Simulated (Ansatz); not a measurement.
Relaxed structures of CH$_{5}$BN (charge -1), singlet (PBE0-D4/def2-TZVPD; forces vanish, vibrations not checked; lower isomers may exist, and structures with a doubtful reference or unclear bonds are left out; Å). Computed with Ansatz 0.2.0 (basis: def2-TZVPPD); correlated methods freeze the cores.

Problem. Rank them by CCSD(T) energy, lowest first, and give each one's height above the lowest. Links in brackets join atoms within 1.22 times the sum of their covalent radii (1.1 for two metals). (To be estimated.)
A.
CH₅BN ([CH3][B][NH2]), total charge -1
```
8
angstrom
C -0.5638 0.7104 -0.3367
B 0.5931 -0.2039 0.2652
N 0.2417 -1.5679 0.2901
H -1.4651 0.1196 -0.6370
H -0.2105 1.2603 -1.2163
H -0.8814 1.4698 0.3864
H -0.6688 -1.9141 -0.0481
H 0.8400 -2.2943 0.6327
```
B.
CH₅BN ([CH2][BH][NH2]), total charge -1
```
8
angstrom
C -0.6367 0.7491 -0.0211
B 0.5471 -0.0791 0.1903
N 0.5369 -1.5322 0.5184
H -1.6654 0.3835 0.0735
H -0.3374 -1.8831 0.8859
H -0.5801 1.7958 -0.3224
H 1.6857 0.3679 0.0767
H 1.2984 -1.8651 1.0906
```
C.
CH₅BN ([CH3][BH][NH]), total charge -1
```
8
angstrom
C -0.5848 0.7771 -0.3440
B 0.4645 -0.3093 0.2229
N 0.1517 -1.6378 0.3230
H -1.5344 0.3027 -0.6218
H -0.1934 1.3008 -1.2293
H -0.7999 1.5627 0.3962
H 1.5664 0.1807 0.5527
H 0.9300 -2.1767 0.7001
```

Solution. The calculation gives: C (0.000 eV), B (0.328 eV), A (1.604 eV). Heights count from the lowest.

The T1 diagnostic stays at or below 0.020. The restricted Hartree–Fock reference is unstable towards an unrestricted one at one or more of these structures.

For scale, one of the runs: CCSD(T)/def2-TZVPPD, 196 basis functions, launched by `ansatz run in.yaml --threads 2 --pin off --events-out ev --progress --plain --max-ram 4352MiB`. The run took 43 s on 2 CPU threads of an Arm Neoverse V2 (shared host), with 2.4 GiB of host memory at its peak.
